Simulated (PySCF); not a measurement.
Start geometry of `ClC` (CH3Cl) from GFN2-xTB (Å):
```
atom  x, y, z in Å
C1    -0.1291   -0.0283   -0.0040
Cl2    1.6209    0.0310    0.0452
H3    -0.5408   -0.0634    1.0016
H4    -0.4612    0.9092   -0.4931
H5    -0.4563   -0.8824   -0.5876
```

Task: What comes out of this run: PBE0-D3(BJ)/def2-SVP geometry optimisation, gas phase (PySCF)?

Result: 
```
atom  x, y, z in Å
C1     0.354    0.169    0.139
Cl2    2.127    0.217    0.217
H3    -0.049    0.112    1.158
H4    -0.009    1.079   -0.355
H5     0.044   -0.714   -0.434
```

The energy falls by 0.50 kcal/mol over 4 energy and gradient evaluations, the largest force component goes from 0.0190 to 1.7e-04 Eh/bohr, and the atoms move by 0.020 Å rms after alignment. The bond that changes most is C1–Cl2 (sp3 C–Cl carbon to alkyl chlorine), which lengthens by 0.024 Å. Bonds longer at the end by more than 0.005 Å: 3 of 4; shorter: 1. Among the angles that change most is Cl2–C1–H4, from 106.5° to 109.1°. Rotational constants go from 156572, 13712, 13705 to 155535, 13365, 13365 MHz. The orientation of the end geometry is arbitrary; only internal coordinates are fixed.

The run used 47 basis functions and 21 SCF cycles in all. Hardware: one thread of an Arm Neoverse N1, shared host with 64 logical CPUs at a one-minute load of 60. Cost: 3.8 s of wall time, 0.27 GiB resident at most.

PBE0-D3(BJ)/def2-SVP frequencies: not computed here.
